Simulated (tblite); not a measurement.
# C2H5B: the cost of one run

Programs: tblite 0.8.0 and PySCF 2.14.0. All values are calculated, for the isolated system unless a continuum is named. Atoms count from 0, parts from 1.

## Step 1: Starting point

8 atoms, charge 0, multiplicity 1; geometry: rigid parts in contact. Parts: 1 = atoms 0–3, `B`, charge 0; 2 = atoms 4–7, `C#C`, charge 0.

## Step 2: Search for minima with GFN2-xTB

Job settings and geometry (Å):

```
{"job": {"kind": "dock", "xc": "GFN2-xTB", "basis": "xTB"}, "charge": 0, "multiplicity": 1, "parts": [{"atoms": "0-3", "charge": 0, "multiplicity": 1}, {"atoms": "4-7", "charge": 0, "multiplicity": 1}]}
B     -0.000018    -0.000009     0.000095
H     -0.871143    -0.772566    -0.014073
H     -0.233460     1.140839    -0.001863
H      1.104621    -0.368265     0.015840
C      0.815500    -0.083090    -3.070052
C      0.042349    -0.992474    -3.051399
H      1.495381     0.716673    -3.086601
H     -0.637668    -1.792126    -3.035017
```

With the program's defaults for keys left out, this is: GFN2-xTB search for minima from random contacts, gas phase.

The run is started by

```console
$ OMP_NUM_THREADS=1 python cluster_run.py task.json out
```

This one command runs all jobs of the session in turn.

**Question.** How long does this first job take on 1 thread of Arm Neoverse N1, shared host?

About 7.1 s.
